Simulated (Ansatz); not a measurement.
in.yaml

```yaml
crystal:
  periodic: [false, false, false]
  atoms:
    - {symbol: B, position_ang: [0.000000, 0.073543, 0.797841]}
    - {symbol: C, position_ang: [0.000000, -0.131834, -0.569778]}
    - {symbol: H, position_ang: [0.000000, 0.782125, -1.767996]}
basis:
  gaussian: {orbitals: cc-pVDZ}
magnetization: {spin_polarized: false}
correlation: {method: bccd, electrons: all, diis_vectors: 12}
output: {forces: true}
```

```sh
$ ansatz run in.yaml --threads 1 --pin off --events-out ev --progress --plain --max-ram 2393MiB
```

Log:

```
310 factors; integrals over basis functions are off by at most 1.3e-3 eV
mean field evaluation 1: about -1706.7903 eV, gradient 2.1e1 eV
mean field evaluation 2: about -1706.7924 eV, gradient 2.1e1 eV
mean field evaluation 4: about -1708.5763 eV, gradient 2.9e0 eV
mean field evaluation 8: about -1708.8334 eV, gradient 4.5e-1 eV
mean field evaluation 16: about -1708.8516 eV, gradient 9.1e-1 eV
mean field evaluation 32: about -1708.8022 eV, gradient 7.9e-1 eV
mean field evaluation 64: about -1708.7361 eV, gradient 1.5e0 eV
mean field evaluation 96: about -1708.6998 eV, gradient 2.1e-3 eV
mean field evaluation 128: about -1708.8695 eV, gradient 2.1e-4 eV
mean field evaluation 160: about -1708.6982 eV, gradient 8.6e-4 eV
...
cycle   7  -6.97904333 eV  change   -2.0e-3 eV  update   1.6e-3
cycle   8  -6.97971683 eV  change   -6.7e-4 eV  update   7.4e-4
cycle   9  -6.98083179 eV  change   -1.1e-3 eV  update   3.5e-4
cycle  10  -6.98139157 eV  change   -5.6e-4 eV  update   1.6e-4
cycle  11  -6.98160332 eV  change   -2.1e-4 eV  update   6.7e-5
cycle  12  -6.98170009 eV  change   -9.7e-5 eV  update   2.7e-5
cycle  13  -6.98172578 eV  change   -2.6e-5 eV  update   1.0e-5
cycle  14  -6.98173086 eV  change   -5.1e-6 eV  update   4.8e-6
cycle  15  -6.98173704 eV  change   -6.2e-6 eV  update   2.4e-6
cycle  16  -6.98173745 eV  change   -4.1e-7 eV  update   1.3e-6
WARN: the results are in doubt because among natural orbitals full CI differs from the method by -0.139 eV
the calculation of the forces begins
Total energy: -1715.82596634 eV, -63.0554412342 hartree
Atom 0 at     0.000000     0.073543     0.797841 Å, force     0.000000     0.541424     1.684797 eV/Å
Atom 1 at     0.000000    -0.131834    -0.569778 Å, force    -0.000000     2.300872    -5.842681 eV/Å
Atom 2 at     0.000000     0.782125    -1.767996 Å, force    -0.000000    -2.842296     4.157884 eV/Å
Dipole moment:    -0.000000    -0.047004     0.020880 e Å
In doubt: among natural orbitals full CI differs from the method by -0.139 eV
```

Forces (eV/Å):
```
B    0.000  0.541  1.685
C    0.000  2.301 -5.843
H    0.000 -2.842  4.158
```

Ran on 1 thread of Intel Xeon 6975P-C, shared host: 1.8 s wall, 0.18 GiB peak host memory.
